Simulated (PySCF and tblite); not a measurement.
Results of a calculation; reference values are marked as such.
C5H9F, numbered as in [F:1][CH:2]1[CH2:3][CH2:4][CH2:5][CH2:6]1.

Conformers came from 90 starts (ETKDG and KDG, MMFF94s, GFN2-xTB); geometries are PBE0-D3(BJ)/def2-SVP. Free energies are B3LYP-D3(BJ)/def2-TZVP (IEF-PCM, chloroform) single points with GFN2-xTB rigid-rotor and vibrational terms (modes under about 100 cm⁻¹ blended into free rotors). Symmetry numbers and mirror images are counted. Conformers within 3 kcal/mol (GFN2-xTB free energy) were kept, 8 at most. GIAO shieldings: PBE0/pcSseg-1 (IEF-PCM, chloroform). Shifts are against TMS (¹H), TMS (¹³C), CFCl3 (¹⁹F) at the same level; of two unlike H on one atom, a is the less shielded. Run with PySCF (density fitting) and tblite.

Problem. List the conformer-averaged shifts at 298.15 K.

Solution. ¹H: 5.02 (H2, 1H), 1.86 (H3a/H6a, 2H), 1.70 (H4a/H5a, 2H), 1.61 (H3b/H6b, 2H), 1.44 (H4b/H5b, 2H) ppm. ¹³C: 97.2 (C2), 37.1 (C3/C6), 27.2 (C4/C5) ppm. ¹⁹F: -186.5 (F1) ppm.

Unscaled ¹⁹F shifts at such levels can be off by tens of ppm; differences between conformers or isomers are more reliable. Shifts are unscaled: against experiment ¹³C can be off by 15 ppm or more and ¹H by 0.8 ppm.
